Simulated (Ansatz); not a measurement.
A nudged elastic band was laid between two geometries of BH₄Si (6 atoms, charge 1, multiplicity 1).

Method: RKS revPBE/def2-TZVP in Ansatz 0.2.0.

```json
{
  "movable images": "7",
  "climbing image": "yes",
  "spring": "5.0 eV/Å²",
  "optimiser": "quadratic models (default)",
  "start path": "IDPP",
  "force threshold": "0.05 eV/Å",
  "iteration limit": "60",
  "end points": "relaxed"
}
```

Initial state:

```xyz
6
Properties=species:S:1:pos:R:3
B -0.120 -1.068 -0.029
Si 0.102 0.920 0.025
H -1.223 -1.526 -0.140
H 0.856 -1.761 0.050
H 0.312 1.739 -1.204
H 0.072 1.697 1.298
```

Final state:

```xyz
6
Properties=species:S:1:pos:R:3
B -0.123 -1.069 -0.029
Si 0.109 0.918 0.024
H 0.850 -1.769 0.012
H -1.235 -1.515 -0.099
H 0.284 1.743 -1.207
H 0.115 1.691 1.299
```

Task: What changes between the two ends?

Result: No bond is made or broken. The dihedral H3–B1–Si2–H5 goes from -90 to 90°. The two ends are copies of one structure, up to a mirror image or an exchange of like atoms.

Task: Give the energies along the band, and the barrier.

Result: The forces met the threshold. The highest image is number 4 of 0 to 8, 32.7 kJ/mol above the ends, which have the same energy within 2 meV. A vibrational analysis at the climbing image gives one clearly imaginary mode, 378i cm⁻¹: a first-order saddle point.

```
image  path coordinate (Å)  energy (kJ/mol)  dihedral H3–B1–Si2–H5 (°)
    0                 0.00              0.0                        -90
    1                 0.45              4.6                        -67
    2                 0.90             16.0                        -45
    3                 1.35             27.8                        -22
    4                 1.80             32.7                          0
    5                 2.24             27.9                         22
    6                 2.69             16.2                         45
    7                 3.13              4.8                         67
    8                 3.58              0.0                         90
```

Task: What is the geometry of the highest image?

Result: 
```xyz
6
Properties=species:S:1:pos:R:3:forces:R:3
B -0.219 -1.125 -0.002 0.01 0.01 -0.01
Si 0.183 0.937 0.002 0.00 0.00 0.00
H -0.854 -1.544 -0.921 0.00 0.00 0.00
H 0.212 -1.757 0.912 0.00 0.00 0.00
H -0.283 1.867 -1.066 0.00 0.00 0.00
H 0.962 1.621 1.074 0.00 0.00 0.00
```

Task: What are the harmonic wavenumbers there?

Result: 378i, 398, 540, 545, 736, 873, 935, 1094, 2190, 2234, 2592, 2731 cm⁻¹.

The run took 28 s on 2 threads of Intel(R) Xeon(R) Platinum 8488C (Sapphire Rapids), on a shared host, peak memory 0.15 GiB.
